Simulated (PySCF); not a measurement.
Cartesian coordinates (Å):
SMILES: [F]
```xyz
1

F      0.0000     0.0000     0.0000
```
Charge 0, spin multiplicity 2.

### Question
Predict the dipole moment, total energy and highest occupied spin orbital from TPSS-D3(BJ)/def2-TZVP (PySCF).

### Answer

```
Quantity                            Result
-----------------------------  -----------
dipole moment                       0.00 D
total energy                   -99.7731 Ha
highest occupied spin orbital    -10.34 eV
```
